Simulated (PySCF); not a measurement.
E-ethanimine, C2H5N.
SMILES with atom numbers: `[H]/[N:2]=[CH:3]/[CH3:4]`

The computed photoelectron lines, unassigned: C 1s: 291.06 (area 1), 292.25 (area 1) eV; N 1s: 404.70 eV.

Theory: PySCF, delta-SCF UKS SCAN, pcX-2 on the ionised atom, pcseg-1 elsewhere, spin-free X2C. Isolated species at its PBE0-D3(BJ)/def2-SVP geometry, gas phase.

(1) Order the carbon atoms by C 1s binding energy.

Results:

(1) 291.06 eV: C4 (methyl carbon); 292.25 eV: C3 (imine carbon). The listed C 1s values span 1.19 eV, from C4 (bonded to C and 3 H) to C3 (bonded to N (double bond), C and H). Summing the Pauling electronegativity differences to the bonded atoms, each weighted by its formal bond order, gives -1.05 for the lowest site and +0.63 for the highest.

Bonded neighbours of each site: N2: C (double bond) and H; C3: N (double bond), C and H; C4: C and 3 H.

Problem. Which photon energy gives electrons from C 1s of C4 a kinetic energy of 200 eV, and what is their de Broglie wavelength?

Solution. hν = 291.06 + 200 = 491.06 eV, recoil neglected; λ = 12.264 Å/√(E/eV) = 0.87 Å.

The unrestricted hole states depart most from a pure doublet (⟨S²⟩ = 0.75; over 0.85 named) for C 1s of C3 (0.88), which makes this value less certain.
